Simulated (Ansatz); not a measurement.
`CCCC=O` + `CNC` → `CN(C)C=O` + `CCC` at 298.15 K and 1 bar (substitution at a C–C bond).

Computed with Ansatz on PBE0-D4/def2-TZVP structures; ΔE is electronic, products minus reactants. CBS: MP2 limit from def2 TZ/QZ plus the TZ coupled-cluster correction, frozen cores. One conformer a species, not always the lowest.

```csv
species,CCSD(T)/CBS energy (Eh),H − E (kJ/mol),S (J/(mol·K))
`CCCC=O`,-232.19040,315.5,324.1
`CNC`,-135.00321,256.9,271.4
`CN(C)C=O`,-248.24099,287.7,317.7
`CCC`,-118.98051,285.9,268.4
```

H − E and S are ideal-gas, rigid-rotor, harmonic terms from PBE0-D4/def2-TZVP, for one conformer and one mirror image of each species. 1 Eh = 2625.50 kJ/mol, R = 8.31446 J/(mol·K).

Problem. By hand: ΔE, ΔH, ΔS and ΔG.

Solution. ΔE = (-248.24099) + (-118.98051) − (-232.19040) − (-135.00321) = -0.02789 Eh = -73.2 kJ/mol. Δ(H − E) = 287.7 + 285.9 − 315.5 − 256.9 = 1.2, so ΔH = -72.0 kJ/mol. ΔS = 317.7 + 268.4 − 324.1 − 271.4 = -9.4 J/(mol·K). ΔG = -72.0 − 298.15 × (-9.4)/1000 = -69.2 kJ/mol.

Problem. By hand: the equilibrium constant, and the temperature at which ΔG would vanish if ΔH and ΔS stayed fixed.

Solution. log₁₀ K = −ΔG/(RT ln 10) = 12.1. ΔG = 0 at ΔH/ΔS = 7660 K, far beyond where these terms or the molecules hold.

The number of gas molecules stays the same, so ΔS is small and ΔH decides. A doubt of 5 kJ/mol in ΔE shifts log₁₀ K by 0.9 here. Other conformers and mirror images would add mixing entropy, several J/(mol·K) or more a flexible species. These are equilibria of isolated gas molecules and say nothing of rates. Largest T1 diagnostic: 0.014 (customary marks: 0.02 for closed shells, 0.045 for open ones).
